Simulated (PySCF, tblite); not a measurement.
# PH3O3: protonation, NMR shifts

Aim: compute the protonation, NMR shifts of PH3O3 (`OP(O)O`).

Programs: tblite 0.8.0 and PySCF 2.14.0, with routines of our own; each step states its level. All values are computed. Atoms count from 0.

### 1 The starting structure

7 atoms, charge 0, multiplicity 1; geometry from: start built from the parent or by distance geometry.

### 2 Optimising the geometry with GFN2-xTB

Job settings and geometry (Å):

```
{"job": {"kind": "relax", "xc": "GFN2-xTB", "basis": "xTB"}, "charge": 0, "multiplicity": 1}
O     -1.254900    -0.869600    -0.890900
P     -0.166400    -0.193500     0.216900
O      0.048600     1.467700    -0.017300
O      1.307700    -1.076400     0.365300
H     -2.193300    -0.649400    -0.550700
H      0.277500     1.973300     0.773700
H      1.987500    -0.642300     0.948400
```

The run is started by

```console
> OMP_NUM_THREADS=1 python redox_run.py task.json out
```

The driver reads the jobs from task.json and runs them one after another.

Standard output:

```text
step      E/eV     max force
  0    -442.74274    6.204
  1    -443.37932    3.274
  2    -443.96322    2.744
  3    -444.24622    2.184
  4    -444.57395    1.525
  5    -444.62091    0.492
  6    -444.63515    0.374
  7    -444.65021    0.475
  8    -444.66948    0.546
  9    -444.67860    0.288
 10    -444.68227    0.238
 11    -444.68498    0.207
 12    -444.68825    0.275
 13    -444.69128    0.258
 14    -444.69299    0.134
 15    -444.69388    0.093
 16    -444.69482    0.124
 17    -444.69620    0.177
 18    -444.69754    0.157
 19    -444.69849    0.101
 20    -444.69933    0.107
 21    -444.70077    0.163
 22    -444.70346    0.296
 23    -444.70720    0.361
 24    -444.71064    0.264
 25    -444.71261    0.126
 26    -444.71276    0.137
 27    -444.71336    0.080
 28    -444.71371    0.084
 29    -444.71447    0.100
 30    -444.71487    0.052
 31    -444.71511    0.037
 32    -444.71520    0.047
 33    -444.71533    0.059
 34    -444.71574    0.077
 35    -444.71672    0.113
 36    -444.71771    0.171
 37    -444.71891    0.147
 38    -444.72135    0.164
 39    -444.72062    0.703
 40    -444.72385    0.321
 41    -444.72605    0.236
 42    -444.73026    0.198
 43    -444.67734    1.907
 44    -444.73570    0.138
 45    -444.73856    0.113
 46    -444.73744    0.874
 47    -444.74344    0.210
 48    -444.74510    0.209
 49    -444.74682    0.572
 50    -444.75027    0.204
 51    -444.75226    0.151
 52    -444.75635    0.258
 53    -444.75810    0.132
 54    -444.75944    0.193
 55    -444.76026    0.129
 56    -444.76121    0.119
 57    -444.76169    0.169
 58    -444.76253    0.188
 59    -444.76333    0.120
 60    -444.76505    0.121
 61    -444.76393    0.504
 62    -444.76971    0.267
 63    -444.77269    0.243
 64    -444.72064    1.659
 65    -444.77467    0.272
 66    -444.77596    0.212
 67    -444.77492    0.584
 68    -444.77757    0.136
 69    -444.77821    0.077
 70    -444.77866    0.146
 71    -444.77903    0.149
 72    -444.77977    0.097
 73    -444.78051    0.075
 74    -444.78115    0.073
 75    -444.78190    0.120
 76    -444.78267    0.080
 77    -444.78267    0.357
 78    -444.78367    0.120
 79    -444.78408    0.073
 80    -444.78533    0.202
 81    -444.78590    0.180
 82    -444.78675    0.067
 83    -444.78706    0.087
 84    -444.78718    0.030
 85    -444.78724    0.021
 86    -444.78728    0.016
 87    -444.78732    0.020
 88    -444.78735    0.013
 89    -444.78736    0.005
```

Wall time 0.25 s (1 thread of Arm Neoverse V1, shared host).

Along the way: (not every step is listed) (the energy doesn't fall at every step)

| step | energy from step 0 (eV) | largest force (eV/Å) |
| --- | --- | --- |
| 0 | 0.0000 | 6.2040 |
| 1 | -0.6366 | 3.2736 |
| 2 | -1.2205 | 2.7436 |
| 3 | -1.5035 | 2.1836 |
| 4 | -1.8312 | 1.5252 |
| 5 | -1.8782 | 0.4924 |
| 6 | -1.8924 | 0.3737 |
| 7 | -1.9075 | 0.4751 |
| 8 | -1.9267 | 0.5457 |
| 15 | -1.9511 | 0.0931 |
| 22 | -1.9607 | 0.2957 |
| 29 | -1.9717 | 0.1000 |
| 36 | -1.9750 | 0.1707 |
| 43 | -1.9346 | 1.9068 |
| 50 | -2.0075 | 0.2037 |
| 57 | -2.0189 | 0.1692 |
| 64 | -1.9779 | 1.6593 |
| 71 | -2.0363 | 0.1488 |
| 78 | -2.0409 | 0.1201 |
| 84 | -2.0444 | 0.0301 |
| 85 | -2.0445 | 0.0209 |
| 86 | -2.0445 | 0.0162 |
| 87 | -2.0446 | 0.0196 |
| 88 | -2.0446 | 0.0129 |
| 89 | -2.0446 | 0.0051 |

Distances of close pairs at the start and the end, largest changes first:

| bond | before (Å) | after (Å) | change (Å) |
| --- | --- | --- | --- |
| P1–O3 | 1.725 | 1.632 | -0.093 |
| O0–H4 | 1.022 | 0.955 | -0.067 |
| O0–P1 | 1.694 | 1.632 | -0.062 |
| P1–O2 | 1.691 | 1.632 | -0.059 |
| O3–H6 | 0.995 | 0.955 | -0.040 |
| O2–H5 | 0.966 | 0.955 | -0.011 |

The final coordinates are the input of the step that follows.

### 3 Infrared spectrum with GFN2-xTB

Job settings and geometry (Å):

```
{"job": {"kind": "ir", "xc": "GFN2-xTB", "basis": "xTB"}, "charge": 0, "multiplicity": 1}
O     -0.906174    -0.861821    -0.590297
P     -0.199286    -0.064169     0.645653
O     -0.183909     1.421367    -0.029883
O      1.346226    -0.473075     0.317126
H     -1.856068    -0.766882    -0.630051
H      0.210167     2.099417     0.515649
H      1.595711    -1.345027     0.617240
```

Standard output:

```text
mode    cm-1     km/mol
  1     235.9     97.82
  2     237.5    100.29
  3     248.2    170.14
  4     362.2      5.72
  5     362.5      6.03
  6     453.8      0.50
  7     766.4    268.88
  8     766.6    269.42
  9     812.7      0.93
 10     922.0    164.58
 11     922.7    161.21
 12     924.1    321.86
 13    3646.9     39.62
 14    3648.4     40.11
 15    3649.0     45.10
ZPE 107.420  H(298)-E 124.835  G(298)-E 36.148 kJ/mol  S 297.46 J/(mol K)
```

Wall time 0.12 s (1 thread of Arm Neoverse V1, shared host).

The strongest bands and the atoms that carry them (share of the mass-weighted mode):

| cm⁻¹ | km/mol | atoms |
| --- | --- | --- |
| 236 | 97.8 | H6 54 %, H5 29 % |
| 238 | 100.3 | H4 38 %, H5 37 %, H6 11 % |
| 248 | 170.1 | H4 46 %, H6 23 %, H5 22 % |
| 766 | 268.9 | O0 37 %, P1 34 %, O3 18 % |
| 767 | 269.4 | O2 36 %, P1 34 %, O3 22 % |
| 922 | 164.6 | H5 64 %, H6 14 % |
| 923 | 161.2 | H6 42 %, H4 35 % |
| 924 | 321.9 | H4 36 %, H6 17 %, P1 15 %, O0 11 % |

### 4 Relaxing the molecule at PBE0-D3(BJ)/def2-SVP

Settings changed since step 3:

```diff
@@ -1,2 +1,2 @@
-{"job": {"kind": "ir", "xc": "GFN2-xTB", "basis": "xTB"}, "charge": 0, "multiplicity": 1}
+{"job": {"xc": "PBE0", "basis": "def2-SVP", "d3": "d3bj", "grid": 1, "kind": "geom"}, "charge": 0, "multiplicity": 1}
 O     -0.906174    -0.861821    -0.590297
```

Standard output:

```text
step   0  E = -568.22901263  max force = 0.013114
step   1  E = -568.23065815  max force = 0.001980
step   2  E = -568.23109691  max force = 0.003460
step   3  E = -568.23116251  max force = 0.000812
step   4  E = -568.23116432  max force = 0.000246
optimisation converged
```

Run time: 7.3 s. Hardware: 1 thread of Arm Neoverse V1, shared host.

The steps of the relaxation:

| step | energy from step 0 (eV) | largest force component (eV/Å) |
| --- | --- | --- |
| 0 | 0.0000 | 0.6743 |
| 1 | -0.0448 | 0.1018 |
| 2 | -0.0567 | 0.1779 |
| 3 | -0.0585 | 0.0418 |
| 4 | -0.0586 | 0.0126 |

Distances of close pairs at the start and the end, largest changes first:

| bond | before (Å) | after (Å) | change (Å) |
| --- | --- | --- | --- |
| P1–O3 | 1.632 | 1.643 | +0.011 |
| O0–P1 | 1.632 | 1.643 | +0.011 |
| P1–O2 | 1.632 | 1.643 | +0.011 |
| O3–H6 | 0.955 | 0.964 | +0.009 |
| O2–H5 | 0.955 | 0.964 | +0.009 |
| O0–H4 | 0.955 | 0.964 | +0.009 |

The end geometry stands in the next job.

| at the end point | value |
| --- | --- |
| point group (found at 0.08 Å tolerance) | C3 |
| rotational constants (GHz, main isotopes) | 7.389, 7.366, 4.505 |
| dipole moment (D) | 2.78 |

### 5 Harmonic vibrations (PH3O3): PBE0-D3(BJ)/def2-SVP

Job settings and geometry (Å):

```
{"job": {"xc": "PBE0", "basis": "def2-SVP", "d3": "d3bj", "grid": 2, "kind": "hessian"}, "charge": 0, "multiplicity": 1}
O     -0.973672    -0.727277    -0.700301
P     -0.161247    -0.063464     0.564514
O     -0.018610     1.460836    -0.032470
O      1.340276    -0.602470     0.170046
H     -1.921262    -0.734014    -0.521855
H      0.190540     2.078508     0.677731
H      1.548405    -1.399180     0.671798
```

Standard output:

```text
coarse grid: 6744 points
cycle   1  E = -567.9395158017  dE =  6.742e-01  |g| = 1.058e+00  |ddm| = 2.785e+00
cycle   2  E = -567.6499148237  dE =  2.896e-01  |g| = 1.610e+00  |ddm| = 1.928e+00
cycle   3  E = -568.1487863749  dE = -4.989e-01  |g| = 5.927e-02  |ddm| = 1.254e+00
cycle   4  E = -568.1496425799  dE = -8.562e-04  |g| = 1.904e-02  |ddm| = 9.610e-02
cycle   5  E = -568.1497323852  dE = -8.981e-05  |g| = 3.255e-03  |ddm| = 2.891e-02
cycle   6  E = -568.1497344692  dE = -2.084e-06  |g| = 8.095e-04  |ddm| = 3.024e-03
final grid: 61672 points
cycle   7  E = -568.2311721695  dE = -1.897e-05  |g| = 5.894e-03  |ddm| = 1.916e-02
cycle   8  E = -568.2311656352  dE =  6.534e-06  |g| = 8.330e-03  |ddm| = 9.628e-03
cycle   9  E = -568.2311783520  dE = -1.272e-05  |g| = 3.830e-04  |ddm| = 5.841e-03
cycle  10  E = -568.2311783834  dE = -3.136e-08  |g| = 1.387e-04  |ddm| = 5.595e-04
cycle  11  E = -568.2311783864  dE = -3.044e-09  |g| = 6.240e-05  |ddm| = 1.428e-04
cycle  12  E = -568.2311783872  dE = -7.684e-10  |g| = 9.796e-06  |ddm| = 5.592e-05
cycle  13  E = -568.2311783872  dE = -1.853e-11  |g| = 8.383e-07  |ddm| = 1.017e-05
converged SCF energy = -568.2311783872

mode    cm-1
  1     135.8
  2     147.0
  3     276.6
  4     374.0
  5     375.2
  6     465.7
  7     850.6
  8     865.2
  9     865.6
 10     971.0
 11     972.1
 12    1043.3
 13    3892.9
 14    3893.4
 15    3895.0
ZPE 113.785  H(298)-E 131.548  G(298)-E 41.318 kJ/mol  S 302.63 J/(mol K)
```

Run time: 35 s. Hardware: 1 thread of Arm Neoverse V1, shared host; peak memory 1.1 GiB.

Zero-point energy 113.78 kJ/mol (xTB gave 107.42).

### 6 Single point (PH3O3): wB97X-D3(BJ)/def2-TZVP

Geometry: PBE0-D3(BJ)/def2-SVP.

Settings changed since step 5:

```diff
@@ -1,2 +1,2 @@
-{"job": {"xc": "PBE0", "basis": "def2-SVP", "d3": "d3bj", "grid": 2, "kind": "hessian"}, "charge": 0, "multiplicity": 1}
+{"job": {"kind": "sp", "xc": "wB97X", "basis": "def2-TZVP", "d3": "d3bj", "grid": 2}, "charge": 0, "multiplicity": 1}
 O     -0.973672    -0.727277    -0.700301
```

Standard output:

```text
coarse grid: 6744 points
cycle   1  E = -568.8770292036  dE =  5.825e-01  |g| = 1.005e+00  |ddm| = 2.136e+00
cycle   2  E = -568.8552693729  dE =  2.176e-02  |g| = 1.114e+00  |ddm| = 1.015e+00
cycle   3  E = -569.0581591076  dE = -2.029e-01  |g| = 4.586e-02  |ddm| = 5.184e-01
cycle   4  E = -569.0587047738  dE = -5.457e-04  |g| = 9.885e-03  |ddm| = 4.829e-02
cycle   5  E = -569.0587530381  dE = -4.826e-05  |g| = 2.051e-03  |ddm| = 1.964e-02
cycle   6  E = -569.0587564830  dE = -3.445e-06  |g| = 7.446e-04  |ddm| = 6.515e-03
final grid: 61672 points
cycle   7  E = -569.0658554659  dE = -3.211e-05  |g| = 3.900e-03  |ddm| = 1.304e-02
cycle   8  E = -569.0658555503  dE = -8.441e-08  |g| = 3.636e-03  |ddm| = 3.118e-03
cycle   9  E = -569.0658575614  dE = -2.011e-06  |g| = 3.783e-04  |ddm| = 1.698e-03
cycle  10  E = -569.0658575950  dE = -3.361e-08  |g| = 7.232e-05  |ddm| = 3.996e-04
cycle  11  E = -569.0658575970  dE = -2.011e-09  |g| = 3.247e-05  |ddm| = 1.000e-04
converged SCF energy = -569.0658575970
```

Wall time 3.2 s (1 thread of Arm Neoverse V1, shared host); peak memory 0.57 GiB.

### 7 Geometry optimisation with GFN2-xTB

This step treats PH₄O₃+, `O[PH+](O)O`.

Job settings and geometry (Å):

```
{"job": {"kind": "relax", "xc": "GFN2-xTB", "basis": "xTB"}, "charge": 1, "multiplicity": 1}
O     -0.957400    -0.733400    -0.705600
P     -0.172000    -0.054800     0.541500
O     -0.001200     1.453200    -0.029300
O      1.337800    -0.587800     0.149400
H     -1.924500    -0.737900    -0.510500
H      0.179500     2.076800     0.669000
H      1.548800    -1.393400     0.660800
H     -0.699300    -0.114100     1.855800
```

Standard output:

```text
step      E/eV     max force
  0    -445.69378    5.690
  1    -446.29109    1.848
  2    -446.42386    1.703
  3    -446.55317    1.170
  4    -446.61954    0.758
  5    -446.64115    0.495
  6    -446.66719    0.278
  7    -446.67257    0.248
  8    -446.68364    0.355
  9    -446.69843    0.632
 10    -446.72293    0.828
 11    -446.74842    0.719
 12    -446.76340    0.304
 13    -446.76689    0.404
 14    -446.77197    0.254
 15    -446.77497    0.182
 16    -446.77981    0.136
 17    -446.78060    0.130
 18    -446.78362    0.096
 19    -446.78450    0.060
 20    -446.78476    0.039
 21    -446.78488    0.051
 22    -446.78512    0.046
 23    -446.78539    0.033
 24    -446.78550    0.026
 25    -446.78556    0.029
 26    -446.78563    0.028
 27    -446.78568    0.019
 28    -446.78571    0.011
 29    -446.78571    0.008
```

Wall time 0.09 s (1 thread of Arm Neoverse V1, shared host).

Step by step:

| step | energy from step 0 (eV) | largest force (eV/Å) |
| --- | --- | --- |
| 0 | 0.0000 | 5.6904 |
| 1 | -0.5973 | 1.8480 |
| 2 | -0.7301 | 1.7032 |
| 3 | -0.8594 | 1.1703 |
| 4 | -0.9258 | 0.7578 |
| 5 | -0.9474 | 0.4946 |
| 6 | -0.9734 | 0.2783 |
| 7 | -0.9788 | 0.2478 |
| 8 | -0.9899 | 0.3553 |
| 9 | -1.0046 | 0.6316 |
| 10 | -1.0292 | 0.8281 |
| 11 | -1.0546 | 0.7191 |
| 12 | -1.0696 | 0.3043 |
| 13 | -1.0731 | 0.4036 |
| 14 | -1.0782 | 0.2539 |
| 15 | -1.0812 | 0.1822 |
| 16 | -1.0860 | 0.1356 |
| 17 | -1.0868 | 0.1303 |
| 18 | -1.0898 | 0.0964 |
| 19 | -1.0907 | 0.0598 |
| 20 | -1.0910 | 0.0390 |
| 21 | -1.0911 | 0.0513 |
| 22 | -1.0913 | 0.0456 |
| 23 | -1.0916 | 0.0330 |
| 24 | -1.0917 | 0.0257 |
| 25 | -1.0918 | 0.0289 |
| 26 | -1.0919 | 0.0283 |
| 27 | -1.0919 | 0.0188 |
| 28 | -1.0919 | 0.0110 |
| 29 | -1.0919 | 0.0084 |

Distances of close pairs at the start and the end, largest changes first:

| bond | before (Å) | after (Å) | change (Å) |
| --- | --- | --- | --- |
| P1–O3 | 1.648 | 1.544 | -0.105 |
| O0–P1 | 1.623 | 1.544 | -0.079 |
| P1–O2 | 1.621 | 1.544 | -0.078 |
| P1–H7 | 1.417 | 1.368 | -0.049 |
| O0–H4 | 0.987 | 0.962 | -0.024 |
| O3–H6 | 0.977 | 0.962 | -0.015 |
| O2–H5 | 0.953 | 0.962 | +0.009 |

The next job starts from the end point, and lists it.

### 8 Infrared spectrum with GFN2-xTB

Job settings and geometry (Å):

```
{"job": {"kind": "ir", "xc": "GFN2-xTB", "basis": "xTB"}, "charge": 1, "multiplicity": 1}
O     -0.986640    -0.882016    -0.449815
P     -0.169292    -0.040512     0.553463
O     -0.261254     1.440355     0.127568
O      1.307467    -0.479682     0.459421
H     -1.858035    -0.596901    -0.742470
H      0.376865     2.088596     0.441987
H      1.544746    -1.411346     0.414717
H     -0.642104    -0.209888     1.826226
```

Standard output:

```text
mode    cm-1     km/mol
  1     259.3     63.84
  2     260.8     62.81
  3     315.0    485.77
  4     362.8     13.17
  5     363.2     13.44
  6     443.0     59.12
  7     775.2     98.86
  8     815.0    186.89
  9     816.0    185.46
 10     892.7     31.47
 11     893.3     31.06
 12     903.3    169.93
 13    1011.0    400.60
 14    1011.2    399.61
 15    2490.4     63.89
 16    3499.6    289.72
 17    3499.7    287.69
 18    3506.5      5.39
ZPE 132.295  H(298)-E 149.509  G(298)-E 61.492 kJ/mol  S 295.21 J/(mol K)
```

Wall time 0.13 s (1 thread of Arm Neoverse V1, shared host).

The strongest bands and the atoms that carry them (share of the mass-weighted mode):

| cm⁻¹ | km/mol | atoms |
| --- | --- | --- |
| 315 | 485.8 | H4 31 %, H5 31 %, H6 30 % |
| 815 | 186.9 | H5 46 %, H4 15 %, H7 13 %, H6 10 % |
| 816 | 185.5 | H6 38 %, H4 33 %, H7 13 % |
| 903 | 169.9 | O3 27 %, O0 27 %, O2 26 %, P1 17 % |
| 1011 | 400.6 | P1 46 %, O0 28 %, O2 15 % |
| 1011 | 399.6 | P1 46 %, O3 28 %, O2 16 % |
| 3500 | 289.7 | H5 60 %, H6 29 % |
| 3500 | 287.7 | H4 57 %, H6 33 % |

### 9 Geometry optimisation at PBE0-D3(BJ)/def2-SVP

This step treats PH4O3+, `O[PH+](O)O`.

Settings changed since step 8:

```diff
@@ -1,2 +1,2 @@
-{"job": {"kind": "ir", "xc": "GFN2-xTB", "basis": "xTB"}, "charge": 1, "multiplicity": 1}
+{"job": {"xc": "PBE0", "basis": "def2-SVP", "d3": "d3bj", "grid": 1, "kind": "geom"}, "charge": 1, "multiplicity": 1}
 O     -0.986640    -0.882016    -0.449815
```

Standard output:

```text
step   0  E = -568.56846401  max force = 0.015947
step   1  E = -568.57005726  max force = 0.002182
step   2  E = -568.57015316  max force = 0.000587
step   3  E = -568.57019128  max force = 0.000449
step   4  E = -568.57025856  max force = 0.001721
step   5  E = -568.57028623  max force = 0.000795
step   6  E = -568.57030272  max force = 0.000146
step   7  E = -568.57031192  max force = 0.000501
step   8  E = -568.57031569  max force = 0.000497
step   9  E = -568.57031638  max force = 0.000157
optimisation converged
```

It took 16 s on 1 thread of Arm Neoverse V1, shared host.

Along the way:

| step | energy from step 0 (eV) | largest force component (eV/Å) |
| --- | --- | --- |
| 0 | 0.0000 | 0.8200 |
| 1 | -0.0434 | 0.1122 |
| 2 | -0.0460 | 0.0302 |
| 3 | -0.0470 | 0.0231 |
| 4 | -0.0488 | 0.0885 |
| 5 | -0.0496 | 0.0409 |
| 6 | -0.0500 | 0.0075 |
| 7 | -0.0503 | 0.0258 |
| 8 | -0.0504 | 0.0256 |
| 9 | -0.0504 | 0.0081 |

Distances of close pairs at the start and the end, largest changes first:

| bond | before (Å) | after (Å) | change (Å) |
| --- | --- | --- | --- |
| P1–H7 | 1.368 | 1.404 | +0.035 |
| P1–O3 | 1.544 | 1.556 | +0.012 |
| O0–P1 | 1.544 | 1.556 | +0.012 |
| P1–O2 | 1.544 | 1.556 | +0.012 |
| O0–H4 | 0.962 | 0.972 | +0.010 |
| O3–H6 | 0.962 | 0.972 | +0.010 |
| O2–H5 | 0.962 | 0.972 | +0.010 |

The final coordinates are the input of the step that follows.

| at the end point | value |
| --- | --- |
| point group (found at 0.08 Å tolerance) | C3 |
| rotational constants (GHz, main isotopes) | 7.573, 7.551, 4.342 |

### 10 Harmonic vibrations (PH4O3+): PBE0-D3(BJ)/def2-SVP

Job settings and geometry (Å):

```
{"job": {"xc": "PBE0", "basis": "def2-SVP", "d3": "d3bj", "grid": 2, "kind": "hessian"}, "charge": 1, "multiplicity": 1}
O     -1.045997    -0.889467    -0.410130
P     -0.152241    -0.016438     0.517194
O     -0.153955     1.440407    -0.029100
O      1.302331    -0.565731     0.456975
H     -1.954438    -0.635827    -0.646347
H      0.437494     2.128756     0.319630
H      1.509002    -1.506377     0.590508
H     -0.633532    -0.046049     1.835351
```

Standard output:

```text
coarse grid: 7368 points
cycle   1  E = -568.3168388683  dE =  1.206e+00  |g| = 9.564e-01  |ddm| = 2.881e+00
cycle   2  E = -568.1322010013  dE =  1.846e-01  |g| = 1.374e+00  |ddm| = 1.663e+00
cycle   3  E = -568.4881645572  dE = -3.560e-01  |g| = 5.319e-02  |ddm| = 1.050e+00
cycle   4  E = -568.4887472470  dE = -5.827e-04  |g| = 5.802e-03  |ddm| = 4.654e-02
cycle   5  E = -568.4887534140  dE = -6.167e-06  |g| = 1.437e-03  |ddm| = 5.098e-03
final grid: 67040 points
cycle   6  E = -568.5702463489  dE = -1.900e-05  |g| = 5.666e-03  |ddm| = 1.754e-02
cycle   7  E = -568.5702419231  dE =  4.426e-06  |g| = 7.536e-03  |ddm| = 8.932e-03
cycle   8  E = -568.5702521998  dE = -1.028e-05  |g| = 5.157e-04  |ddm| = 5.136e-03
cycle   9  E = -568.5702522547  dE = -5.497e-08  |g| = 1.130e-04  |ddm| = 5.803e-04
cycle  10  E = -568.5702522564  dE = -1.706e-09  |g| = 6.642e-05  |ddm| = 1.133e-04
cycle  11  E = -568.5702522573  dE = -8.423e-10  |g| = 5.881e-06  |ddm| = 5.078e-05
cycle  12  E = -568.5702522573  dE = -8.527e-12  |g| = 4.995e-07  |ddm| = 4.868e-06
converged SCF energy = -568.5702522573

mode    cm-1
  1     151.8
  2     164.4
  3     226.8
  4     367.5
  5     369.3
  6     471.1
  7     797.0
  8     800.2
  9     825.9
 10     963.0
 11     983.6
 12     985.1
 13    1139.4
 14    1140.7
 15    2569.3
 16    3798.4
 17    3799.0
 18    3810.7
ZPE 139.741  H(298)-E 157.797  G(298)-E 67.207 kJ/mol  S 303.84 J/(mol K)
```

Run time: 45 s. Hardware: 1 thread of Arm Neoverse V1, shared host; peak memory 1.3 GiB.

Zero-point energy 139.74 kJ/mol (xTB gave 132.29).

### 11 Single point (PH4O3+): wB97X-D3(BJ)/def2-TZVP

Geometry: PBE0-D3(BJ)/def2-SVP.

Settings changed since step 10:

```diff
@@ -1,2 +1,2 @@
-{"job": {"xc": "PBE0", "basis": "def2-SVP", "d3": "d3bj", "grid": 2, "kind": "hessian"}, "charge": 1, "multiplicity": 1}
+{"job": {"kind": "sp", "xc": "wB97X", "basis": "def2-TZVP", "d3": "d3bj", "grid": 2}, "charge": 1, "multiplicity": 1}
 O     -1.045997    -0.889467    -0.410130
```

Standard output:

```text
coarse grid: 7368 points
cycle   1  E = -569.2475981782  dE =  1.194e+00  |g| = 9.305e-01  |ddm| = 2.199e+00
cycle   2  E = -569.2709677969  dE = -2.337e-02  |g| = 9.290e-01  |ddm| = 8.936e-01
cycle   3  E = -569.4070410763  dE = -1.361e-01  |g| = 6.137e-02  |ddm| = 4.216e-01
cycle   4  E = -569.4077207791  dE = -6.797e-04  |g| = 1.360e-02  |ddm| = 4.235e-02
cycle   5  E = -569.4077639391  dE = -4.316e-05  |g| = 3.500e-03  |ddm| = 1.398e-02
cycle   6  E = -569.4077670758  dE = -3.137e-06  |g| = 7.852e-04  |ddm| = 3.186e-03
final grid: 67040 points
cycle   7  E = -569.4147297428  dE = -3.151e-05  |g| = 3.869e-03  |ddm| = 1.232e-02
cycle   8  E = -569.4147302282  dE = -4.854e-07  |g| = 3.317e-03  |ddm| = 2.790e-03
cycle   9  E = -569.4147318568  dE = -1.629e-06  |g| = 3.928e-04  |ddm| = 1.406e-03
cycle  10  E = -569.4147318860  dE = -2.921e-08  |g| = 1.093e-04  |ddm| = 3.356e-04
cycle  11  E = -569.4147318890  dE = -3.015e-09  |g| = 2.087e-05  |ddm| = 7.554e-05
converged SCF energy = -569.4147318890
```

Wall time 3.6 s (1 thread of Arm Neoverse V1, shared host); peak memory 0.58 GiB.

### 12 Protonation: wB97X-D3(BJ)/def2-TZVP

This step combines the energies above: geometries from PBE0-D3(BJ)/def2-SVP, zero-point and thermal terms from PBE0-D3(BJ)/def2-SVP.

Job settings and geometry (Å):

```
{"job": {"kind": "pa", "geom": {"xc": "PBE0", "basis": "def2-SVP", "d3": "d3bj", "grid": 1}, "hess": 1, "level": {"xc": "wB97X", "basis": "def2-TZVP", "d3": "d3bj"}}, "charge": 0, "multiplicity": 1}
O     -0.973672    -0.727277    -0.700301
P     -0.161247    -0.063464     0.564514
O     -0.018610     1.460836    -0.032470
O      1.340276    -0.602470     0.170046
H     -1.921262    -0.734014    -0.521855
H      0.190540     2.078508     0.677731
H      1.548405    -1.399180     0.671798
```

Output (the driver's rows laid out field by field):

```text
protonation site by site, wB97X-D3(BJ)/def2-TZVP // PBE0-D3(BJ)/def2-SVP

row 1
  formula                 H4O3P
  charge                  1
  multiplicity            1
  smiles                  O[PH+](O)O
  kept                    yes
  pieces                  1
  point_group             C3
  atom                    1
  element                 P
  electronic              915.97
  enthalpy                895.92
  free_energy             863.79
  share_gas               1.0
```

Run time: 1.9 min. Hardware: 1 thread of Arm Neoverse V1, shared host; peak memory 0.58 GiB.

Energy given off on adding a proton (kJ/mol, gas phase, 298 K for the thermal columns):

| site | product | electronic | enthalpy | free energy |
| --- | --- | --- | --- | --- |
| P1 | O[PH+](O)O | 916.0 | 895.9 | 863.8 |

[end of part 1 of 2]
